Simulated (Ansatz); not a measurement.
Program: Ansatz. Geometries: PBE0-D4/def2-TZVP. ΔE: electronic, gas phase. CBS: MP2 limit from def2 TZ/QZ plus the TZ coupled-cluster correction, frozen cores. This one scheme is used for every species. Functionals use def2-TZVPP. B3LYP here is the variant with VWN-RPA as its local correlation; programs differ in this. One conformer a species, not always the lowest.

Consider the formal hydrolysis of a C–C bond: `C/C=C/CO` + H₂O → `OCO` + propene.

| level | ΔE (kJ/mol) | difference from CCSD(T)/CBS |
| --- | --- | --- |
| PBE-D4 | 21.1 | -5.7 |
| r2SCAN-D4 | 19.1 | -7.7 |
| PBE0-D4 | 22.2 | -4.6 |
| B3LYP-D4 | 18.5 | -8.3 |
| ωB97X-V | 17.0 | -9.8 |
| ωB97M-V | 19.3 | -7.5 |
| B2PLYP | 17.8 | -9.0 |
| PBE | 17.7 | -9.1 |
| r2SCAN | 17.9 | -8.9 |
| PBE0 | 19.1 | -7.7 |
| B3LYP | 13.3 | -13.5 |
| HF/def2-TZVPP | 7.2 | -19.6 |
| MP2/def2-TZVPP | 28.3 | 1.5 |
| SCS-MP2/def2-TZVPP | 22.8 | -4.0 |
| CCSD/def2-TZVPP | 20.5 | -6.3 |
| CCSD(T)/def2-TZVPP | 22.0 | -4.8 |
| HF/def2-QZVPP | 8.1 | -18.7 |
| MP2/def2-QZVPP | 31.4 | 4.6 |
| SCS-MP2/def2-QZVPP | 25.8 | -1.0 |
| HF/CBS(def2) | 8.2 | -18.6 |
| MP2/CBS(def2) | 33.2 | 6.4 |
| CCSD/CBS(def2) | 25.4 | -1.4 |
| CCSD(T)/CBS | 26.8 | 0 |

Largest T1 diagnostic among the species: 0.011.

The D4 term adds +5.2 kJ/mol with B3LYP and +3.1 kJ/mol with PBE0; it sums over pairs of atoms, weighted by their polarisabilities, and B3LYP, whose exchange is more repulsive, gets the larger term. In def2-TZVPP, CCSD(T) changes the Hartree–Fock value by +14.8 kJ/mol (the triples alone add +1.5 kJ/mol) and MP2 by +21.2 kJ/mol.

CCSD(T)/CBS has its own doubt, a few kJ/mol and more with outer-core shells, so smaller differences from it don't rank the levels.
